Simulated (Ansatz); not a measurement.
This geometry of CH$_{3}$SSi (6 atoms, charge 0, multiplicity 2) is a first-order saddle point.

Method: Ansatz, UKS B3LYP-D4/def2-SVP.

```xyz
6
Properties=species:S:1:pos:R:3
Si -0.948 0.379 -0.701
C 0.352 -0.014 0.334
S 1.442 -0.160 1.617
H -1.265 -0.531 -1.827
H -1.384 1.789 -0.856
H 1.802 -1.462 1.433
```

**Question.** Which two structures does it join? (They come from a converged band through this point; their orientation in space is the band's.)

**Answer.** No bond is made or broken.  The two ends are copies of one structure, up to a mirror image or an exchange of like atoms.

Image 0:

```xyz
6
Properties=species:S:1:pos:R:3
Si -0.829 0.375 -0.782
C 0.185 -0.377 0.340
S 1.026 -0.452 1.786
H -1.542 -0.418 -1.810
H -1.055 1.843 -0.889
H 2.214 -0.971 1.354
```

Image 10:

```xyz
6
Properties=species:S:1:pos:R:3
Si -0.812 0.381 -0.798
C 0.426 -0.303 0.124
S 1.782 -0.248 1.106
H -1.521 -0.417 -1.825
H -1.322 1.772 -0.652
H 1.447 -1.185 2.044
```

**Question.** How far does it lie above each of them?

**Answer.** 6.0 kcal/mol above the first and 6.0 kcal/mol above the second. This is the barrier of this one path; another mechanism may lie lower.

The run took 8.5 min on 1 thread of Arm Neoverse V1 (shared host), peak memory 0.16 GiB.
